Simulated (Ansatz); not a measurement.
The input, for Ansatz 0.2.0:

```yaml
crystal:
  periodic: [false, false, false]
  atoms:
    - {symbol: Al, position_ang: [0.076946, 0.054326, 1.215178]}
    - {symbol: Mg, position_ang: [-0.087928, 0.005096, -1.465515]}
    - {symbol: H, position_ang: [-0.011308, -0.353135, 2.756727]}
    - {symbol: H, position_ang: [0.071801, -1.223982, 0.052933]}
basis:
  gaussian: {orbitals: 6-31G}
magnetization: {spin_polarized: true, initial_magnetization: 3}
correlation: {method: ccsdtq, electrons: outside_noble_gas}
```

```sh
$ ansatz run in.yaml --threads 1 --pin off --events-out ev --progress --plain --max-ram 2393MiB
```

The program prints:

```
609 factors; integrals over basis functions are off by at most 1.3e-7 eV
mean field evaluation 1: about -12041.0692 eV, gradient 6.7e0 eV
mean field evaluation 2: about -12041.0922 eV, gradient 6.7e0 eV
mean field evaluation 4: about -12042.3344 eV, gradient 1.3e0 eV
mean field evaluation 8: about -12042.4103 eV, gradient 8.1e-3 eV
mean field evaluation 16: about -12042.2916 eV, gradient 1.3e0 eV
mean field evaluation 32: about -12040.4828 eV, gradient 3.8e-2 eV
mean field -12042.41032810 eV, -442.5504169189 hartree, gradient 1.3e-6 eV, S^2 3.753962; 2 other end points of the search recorded, 0 dependent functions left out
determinant -12042.41032810 eV, -442.5504169189 hartree, with singles and doubles -12043.97913574 eV, -442.6080695363 hartree
determinant -12040.48310479 eV, -442.4795927684 hartree, with singles and doubles -12041.93081617 eV, -442.5327951804 hartree
determinant -12039.92102359 eV, -442.4589366652 hartree, with singles and doubles -12041.59038131 eV, -442.5202844302 hartree
10 core orbitals not correlated: weight in the atoms' cores, before any rotation towards them, 1.000 or more for the frozen orbitals, at most 0.000 for the correlated occupied ones
reference -12042.41032810 eV, -442.5504169189 hartree; 5, 2 occupied and 15, 18 virtual orbitals, 609 factors
second order -1.06545147 eV of doubles, -0.00000000 eV of singles
cycle   1  -1.36937296 eV  change   -3.0e-1 eV  update   6.3e-2
cycle   2  -1.59690836 eV  change   -2.3e-1 eV  update   3.4e-2
cycle   3  -1.61742441 eV  change   -2.1e-2 eV  update   1.3e-2
cycle   4  -1.62227459 eV  change   -4.9e-3 eV  update   5.9e-3
cycle   5  -1.62361607 eV  change   -1.3e-3 eV  update   2.5e-3
cycle   6  -1.62342911 eV  change    1.9e-4 eV  update   1.2e-3
cycle   7  -1.62333602 eV  change    9.3e-5 eV  update   5.3e-4
cycle   8  -1.62348130 eV  change   -1.5e-4 eV  update   2.7e-4
cycle   9  -1.62353629 eV  change   -5.5e-5 eV  update   1.3e-4
cycle  10  -1.62347566 eV  change    6.1e-5 eV  update   6.1e-5
cycle  11  -1.62347353 eV  change    2.1e-6 eV  update   3.2e-5
cycle  12  -1.62347430 eV  change   -7.7e-7 eV  update   1.6e-5
cycle  13  -1.62348593 eV  change   -1.2e-5 eV  update   7.7e-6
cycle  14  -1.62349274 eV  change   -6.8e-6 eV  update   3.8e-6
cycle  15  -1.62349335 eV  change   -6.1e-7 eV  update   1.5e-6
cycle  16  -1.62349289 eV  change    4.6e-7 eV  update   8.4e-7
cycle  17  -1.62349238 eV  change    5.1e-7 eV  update   4.5e-7
Total energy: -12044.03382048 eV, -442.6100791632 hartree
```

For the same geometry and basis full CI lies 0.8 meV higher.

Ran on 1 thread of AMD EPYC 9R45, shared host: 14 s wall, 0.19 GiB peak host memory.
